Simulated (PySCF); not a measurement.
C₅H₇F (charge +1 and doublet state).
Z-matrix (Å and degrees, GFN2-xTB geometry), rows numbered from 1:
```
C 
C   1  1.4419
C   2  1.4934  1  134.45
C   3  1.5567  2   88.19  1   179.75
C   2  1.4015  1  134.84  3   179.93
F   5  1.2938  2  132.55  1     0.70
H   1  1.0881  2  112.14  3    12.38
H   1  1.1010  2  110.12  3  -108.00
H   1  1.0960  2  111.34  3   138.38
H   3  1.0910  2  114.59  1    62.02
H   3  1.0909  2  114.52  1   -62.64
H   4  1.0931  3  116.67  2   116.37
H   4  1.0932  3  116.63  2  -116.20
```

As a line formula: `C[C+]1CC[C]1F` [radical] (charge +1).

Level of theory: UKS B3LYP, pcH-1 on C F H, non-relativistic, mean-field spin-orbit, GIAO (PySCF 2.14.0). Isolated species at its GFN2-xTB geometry, gas phase. The geometry wasn't refined by DFT: couplings that depend on bond lengths, twists or pyramidal angles can differ widely from those at the functional's own minimum, by a factor of two or more for some ions and for spin on atoms past the first row. The SCF solution wasn't tested for stability.

Q: Predict the first-order ENDOR lines of F6, H10/H11, H12/H13 and H7/H8/H9 under fast tumbling at B = 1213.6 mT (Q band).

A: For S = 1/2 in fast tumbling each set of equivalent nuclei gives two lines, ν± = |νn ± a/2| to first order, with νn = g_N μN B/h and μN/h = 7.62259 MHz/T.

```csv
nuclei,isotope,g_N,νn (MHz),a_iso (MHz),lower line (MHz),upper line (MHz)
F6,19F,5.2577,48.64,95.71,0.78,96.49
H10/H11,1H,5.5857,51.67,76.71,13.32,90.03
H12/H13,1H,5.5857,51.67,71.27,16.04,87.31
H7/H8/H9,1H,5.5857,51.67,69.84,16.75,86.59
```

Q: Which pairs are centred on the nuclear Larmor frequency, and which on half the coupling?

A: Centred on νn, since |a| < 2νn: F6, H10/H11, H12/H13 and H7/H8/H9. No pair has |a| > 2νn.

Q: At what field would the lower line of H7/H8/H9 fall to zero frequency?

A: Where νn = |a|/2, that is B = 34.92 MHz/(5.5857 × 7.62259 MHz/T) = 820 mT, as far as first order holds there.

Means are taken over nuclei equivalent by connectivity, which assumes that they swap fast. The three 1H nuclei of mean +69.8 MHz run from 5.2 to 132.7 MHz in the frozen geometry.

The Mulliken spin populations are largest on C2 (+0.44), C5 (+0.36) and F6 (+0.08).
